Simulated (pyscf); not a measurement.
Single points on ωB97X-D3(BJ)/def2-SVP structures (PySCF, gas phase).

SMILES: [F][W]([F])([F])([F])([F])[Cl]
```xyz
7

F      0.6585    -0.3844     1.0657
W     -0.7184    -0.1109    -0.1252
F     -0.7351    -1.9097    -0.5150
F     -2.1528     0.1433    -1.2505
F     -1.9121    -0.4372     1.2462
F     -0.7527     1.6740     0.3234
Cl     0.7428     0.2914    -1.8062
```

Problem. How much does it cost (ΔH, 298 K, ωB97M-D3(BJ)/def2-TZVP) to split F–W(F)(F)(F)(F)–Cl (SMILES [F][W]([F])([F])([F])([F])[Cl]) at its Cl–W bond into [F–W(F)(F)(F)–F]• + Cl•?

Solution. Cl–W to [F–W(F)(F)(F)–F]• + Cl•: 308.3 kJ/mol. The 7 functionals that were run give +299.2 (M06-2X) to +370.7 kJ/mol (PBE). The radicals are drawn with the spin at the cut bond; how far it spreads was not checked. Left out: the spin-orbit lowering of Cl. Open-shell species with a d-block atom are single-reference here; other states, and whether the spin sits on metal or ligand, were not checked. Elements past Kr carry the def2 core potentials, without spin-orbit coupling.
